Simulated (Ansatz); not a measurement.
System: CHO2, charge 0, doublet. CHO2 (SMILES O=[C]O, doublet).
B3LYP-D3(BJ)/def2-TZVP minimum from Ansatz (a program for electronic structure):
```xyz
4

O     -1.0465    -0.3887    -0.0006
C     -0.0138     0.4391     0.0046
O      1.1479     0.2237    -0.0014
H     -0.7282    -1.3146    -0.0112
```
Charge 0, spin multiplicity 2.

Total energies in aug-cc-pVDZ, 17 correlated electrons, 3 frozen orbitals. Open shells are spin-unrestricted; no spin-orbit coupling. Cores are frozen in correlated methods. No relativity.

```csv
method,program,energy (Eh),minus CCSDT(Q) (mEh)
HF,Ansatz,-188.16214,531.78
MP2,Ansatz,-188.66354,30.39
CCSD,Ansatz,-188.67232,21.61
CCSD(T),Ansatz,-188.69141,2.51
CCSDT(Q),Ansatz,-188.69393,0.00
```

Rough core times of Ansatz's runs on a shared machine: CCSD(T) under 20 s, CCSDT(Q) 30 min.
